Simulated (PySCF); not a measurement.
Species: C3H3NOS.
Structure used (PBE0-D3(BJ)/def2-SVP), in Å, numbered top down from 1:
```
atom  x, y, z in Å
S1     2.3130    0.3862   -0.2747
C2     0.6178    0.0600   -0.0407
C3    -0.4953    0.5413   -0.6734
C4    -1.5458   -0.1325    0.0027
N5    -1.1052   -0.9304    0.9382
O6     0.2612   -0.8077    0.9093
H7     2.7082   -0.4424    0.7160
H8    -0.5529    1.2576   -1.4874
H9    -2.6203   -0.0581   -0.1671
```

Theory: PySCF 2.14.0, density-fitted response routines, TDDFT B3LYP/def2-SVPD, vertical, gas phase, core orbitals frozen in the response.

Transition dipole moments from the ground state, in atomic units and in the frame of the coordinates above (overall signs are arbitrary), for the states with f of 0.002 or more among the lowest 10:

```tsv
state	E (eV)	μx	μy	μz
S2	5.498	1.285	0.256	-0.191
S3	5.866	0.018	-0.225	-0.197
S4	6.457	-0.002	-0.136	-0.118
S6	6.640	-0.337	0.028	-0.061
S7	7.120	0.010	-0.102	-0.092
S9	7.408	0.677	-0.221	0.310
S10	7.515	-0.152	-0.169	0.211
```

Q: Work out the oscillator strengths.

A: f = (2/3) ΔE |μ|² with ΔE in hartree (27.2114 eV).

```
state  |μ|² (au)  |μ| (D)      f
   S2      1.754     3.37  0.236
   S3      0.089     0.76  0.013
   S4      0.032     0.46  0.005
   S6      0.118     0.87  0.019
   S7      0.019     0.35  0.003
   S9      0.603     1.97  0.109
  S10      0.096     0.79  0.018
```

Q: The point group is Cs. Which irreducible representation does each state belong to?

A: Polarised normal to the mirror plane, so A″: S3, S4 and S7. Polarised in the mirror plane, so A′: S2, S6, S9 and S10.

Q: Which bond between heavy atoms lies closest to the direction of the S2 transition dipole?

A: S1–C2, at 1° from it; next N5–O6 at 9°.

Q: What angle do the transition dipoles of S2 and S6 make?

A: |cos θ| = |μa·μb| / (|μa| |μb|) = 0.91, so θ ≈ 25° (taken between 0 and 90°, since the signs are arbitrary).

Q: How is the summed strength of these states shared among x, y and z?

A: (2/3) Σ ΔE μα² gives 0.329 for x, 0.035 for y and 0.040 for z, 0.404 in all.

Q: What peak molar absorption coefficient would the strongest computed level give as a lone Gaussian band 0.3 eV wide at half height?

A: ε(max) = 2.175×10⁸ f / FWHM, with the width in cm⁻¹. S2: 2.175×10⁸ × 0.2363 / 2420 ≈ 21000 L mol⁻¹ cm⁻¹.

All these states lie below the vertical ionisation energy of 8.99 eV (ΔSCF).

On one thread, Arm Neoverse V1 (shared host), this took 27 s of wall time.

One conformer stands for the species.
